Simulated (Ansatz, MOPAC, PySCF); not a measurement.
Molecule: C₂H₆NO, net charge 1, singlet state. SMILES: CC([NH3+])=O
Geometry from a B3LYP-D3(BJ)/def2-TZVP (Ansatz, a program for electronic structure) optimisation:
```xyz
10

O      0.4419     1.3349     0.1297
C     -0.0543     0.2843     0.0324
N      1.0171    -0.9460    -0.1335
C     -1.4522    -0.1996     0.0242
H      0.8267    -1.7257     0.5005
H     -2.1189     0.6591     0.0517
H     -1.6477    -0.7992    -0.8680
H     -1.6313    -0.8303     0.8997
H      1.9458    -0.5647     0.0658
H      1.0102    -1.3043    -1.0924
```
Charge +1, spin multiplicity 1.

Unscaled harmonic wavenumbers (cm⁻¹) in rising order, each level at the stationary point that it reaches from this structure (no distance between atoms moves by over 0.3 Å); the order of modes can differ between levels, and a negative number is imaginary. B3LYP-D3(BJ)/def2-TZVP (PySCF, at the structure above): 50, 129, 358, 428, 482, 551, 847, 862, 1059, 1093, 1106, 1401, 1415, 1452, 1461, 1630, 1642, 1988, 3039, 3099, 3160, 3376, 3473, 3481.

AM1 (MOPAC): 66, 185, 410, 505, 538, 895, 991, 1038, 1114, 1146, 1250, 1338, 1350, 1392, 1616, 1649, 1658, 2114, 3009, 3033, 3121, 3198, 3230, 3348. Zero-point energy 54.6 against 53.7 kcal/mol; where all levels lie over 400 cm⁻¹, the wavenumbers are on average 1.066 times those of B3LYP-D3(BJ)/def2-TZVP.

HF/3-21G (Ansatz): 93, 160, 390, 539, 556, 597, 917, 1004, 1183, 1223, 1243, 1584, 1608, 1633, 1642, 1799, 1823, 2079, 3209, 3275, 3317, 3504, 3595, 3598. Zero-point energy 58.0 against 53.7 kcal/mol; where all levels lie over 400 cm⁻¹, the wavenumbers are on average 1.102 times those of B3LYP-D3(BJ)/def2-TZVP.

HF/6-31G* (Ansatz): 67, 139, 391, 532, 561, 661, 948, 993, 1192, 1227, 1236, 1559, 1590, 1603, 1638, 1788, 1803, 2166, 3222, 3295, 3353, 3590, 3702, 3703. Zero-point energy 58.6 against 53.7 kcal/mol; where all levels lie over 400 cm⁻¹, the wavenumbers are on average 1.113 times those of B3LYP-D3(BJ)/def2-TZVP.

B3LYP/6-31G* (Ansatz): 49, 123, 356, 435, 480, 548, 859, 867, 1070, 1099, 1112, 1423, 1453, 1474, 1485, 1664, 1678, 2006, 3061, 3125, 3184, 3376, 3489, 3490. Zero-point energy 54.2 against 53.7 kcal/mol; where all levels lie over 400 cm⁻¹, the wavenumbers are on average 1.010 times those of B3LYP-D3(BJ)/def2-TZVP.
